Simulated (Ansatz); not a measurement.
Results of revPBE (PAW; Ansatz, a first-principles code) for cubic perovskite KTaO3.

Run with plane-wave cutoff 520 eV, 8×8×8 k mesh, Fermi–Dirac smearing 0.01 eV, scalar-relativistic PAW data made under PBE.

A third-order Birch–Murnaghan fit to the energies gives V0 = 13.258 Å³/atom, B0 = 178 GPa, B′ = 4.5.

| V (Å³/atom) | P (GPa) |
|---|---|
| 12.463 | ___ |
| 12.728 | ___ |
| 12.993 | ___ |
| 13.258 | 0.00 |
| 13.523 | -3.38 |
| 13.788 | ___ |
| 14.054 | -9.11 |

Question: Estimate the withheld pressures from this fit; the answers are the runs' own values.

Answer: 
- 12.463, P (GPa): 12.66
- 12.728, P (GPa): 7.97
- 12.993, P (GPa): 3.77
- 13.788, P (GPa): -6.40

The formula P = (3/2) B0 (x^(7/3) − x^(5/3)) [1 + (3/4)(B′ − 4)(x^(2/3) − 1)] with x = V0/V meets the computed pressures within 0.02 GPa when these rounded values are put in.

Measured, for comparison: bulk modulus 220 GPa (temperature not stated, no zero-point or thermal correction; as tabulated in Tinte et al. (1998), arXiv:cond-mat/9809379). Computed (rounded) less measured: bulk modulus -19 %.

Spin–orbit coupling is not included.

Static lattice: no zero-point or thermal effects.
